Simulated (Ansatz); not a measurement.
# Worked example: correlation energy of AlH2⁺, triplet

Geometry: a point of a bend scan, not a stationary point.

```xyz
3

Al    0.0000    0.0000    0.0000
H     0.0000    0.0000   -1.7222
H     0.0000    0.0000    1.7222
```

Basis aug-cc-pVTZ; Ansatz 0.2.0. Correlated methods freeze the noble-gas cores, which leaves 4 electrons in 91 orbitals. Prefix R: restricted or restricted open-shell reference; prefix U: unrestricted.

Full CI is exact within this basis and frozen core; it isn't the basis-set limit. The frozen core follows each run's orbitals, which can shift R against U totals by a few meV.

The cluster runs stand on a determinant 0.02 eV above the lowest UHF solution, chosen by trial CCSD; the correlation energy below is counted from it.

Runs differ by some tens of microhartree through their thresholds and, for an open shell, their frozen cores, so steps under 0.1 kcal/mol mean nothing.

```csv
level,total energy (hartree)
UHF determinant under the cluster runs,-242.615603
UMP2,-242.661206
UCCSD,-242.678374
UCCSD(T),-242.679884
UCCSDT,-242.680369
UCCSDT(Q),-242.680387
full CI,-242.680369
```

Task: What is the correlation energy at full CI, and what share of it do UMP2 and UCCSD recover?

Result: E(corr) = -242.680369 − (-242.615603) = -0.064766 hartree = -1.762 eV. UMP2: -0.045603 / -0.064766 = 70.41 %. UCCSD: -0.062771 / -0.064766 = 96.92 %.

Task: By how many kcal/mol does UCCSD(T) miss full CI (1 hartree = 627.509 kcal/mol), and which steps make up the rest?

Result: -242.679884 − (-242.680369) = 0.000485 hartree = 0.30 kcal/mol. Steps: UCCSDT − UCCSD(T) = -0.30, UCCSDT(Q) − UCCSDT = -0.01, full CI − UCCSDT(Q) = 0.01 kcal/mol. That is within 1 kcal/mol of the reference in this basis, which itself misses far more of the correlation at the basis-set limit.
